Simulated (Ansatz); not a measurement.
**PH2+ (singlet): wave-function methods side by side at a displaced geometry (v2), cc-pVDZ**

An exercise on one series of results from a longer session: the logs are not shown, and one member is left open.

The runs use Ansatz 0.2.0, Gaussian basis; cc-pVDZ, core rule «outside noble gas», up to 5 orbitals frozen.

Plan: UHF; CCSD(T) on RHF; CCSD(T) on UHF; BCCD(T) on RHF; CISD; CCSDT(Q) on RHF; CCSDT(Q) on UHF; CCSDTQ on RHF; CASSCF and MRCISD+Q, 6 electrons in 6 orbitals; CASSCF and NEVPT2, 6 electrons in 6 orbitals; Full CI.

13 further runs of the same task are left out: 4 that didn't finish, 9 set aside as unsound or not needed.

## The geometry

The geometry is a PBE0/def2-TZVP stationary point (not a proven minimum) with its atoms shifted at random (size 0.100 Å).

3 atoms, charge 1, spin multiplicity 1.

Atoms are counted from 1 here; the program's logs count them from 0.

Bond lengths: P1–H2 1.436 Å, P1–H3 1.418 Å. Angles: H2–P1–H3 91.5°.

Set-up of the first run:

The input, in.yaml:

```yaml
crystal:
  periodic: [false, false, false]
  atoms:
    - {symbol: P, position_ang: [0.007734, -0.060346, -0.000459]}
    - {symbol: H, position_ang: [-0.157140, 0.943423, -1.014421]}
    - {symbol: H, position_ang: [-0.080520, 0.910997, 1.028513]}
basis:
  gaussian: {orbitals: cc-pVDZ}
total_charge: 1
magnetization: {spin_polarized: true, initial_magnetization: 0}
hamiltonian: {xc: hf}
output: {orbitals: {seedname: orbitals}}
```

Run with:

```sh
ansatz run in.yaml --threads 1 --pin off --events-out ev --progress --plain --max-ram 2393MiB
```

Among the steps run: UHF; CCSD(T) on RHF; CCSD(T) on UHF; BCCD(T) on RHF; CISD; CCSDT(Q) on RHF; CCSDT(Q) on UHF; CCSDTQ on RHF; CASSCF and MRCISD+Q, 6 electrons in 6 orbitals; CASSCF and NEVPT2, 6 electrons in 6 orbitals; Full CI.

One of the session's tables, all rows but one given; the rest of the session is left out.

```
          method  from FCI (kJ/mol)
             RHF             +340.2
             UHF             +329.8
            RMP2              +85.7
            CISD              +21.8
           RCCSD               +8.4
        RCCSD(T)               +1.9
         BCCD(T)               +1.9
          RCCSDT               +0.4
       RCCSDT(Q)               +0.1
         RCCSDTQ                0.0
  CASSCF valence             +194.1
  NEVPT2 valence              +56.5
  MRCISD valence                  ?
MRCISD+Q valence               +0.5
             FCI                  0
```

Estimate the missing values for MRCISD valence.

**Answer.** from FCI (kJ/mol): +7.6. In the column «from FCI (kJ/mol)» it lies between BCCD(T) (+1.9) and RCCSD (+8.4).

Not comparable, so not listed: CCSD(T) on UHF; CCSDT(Q) on UHF (they don't share determinant, frozen orbitals or solution with the rows shown, or repeat one).
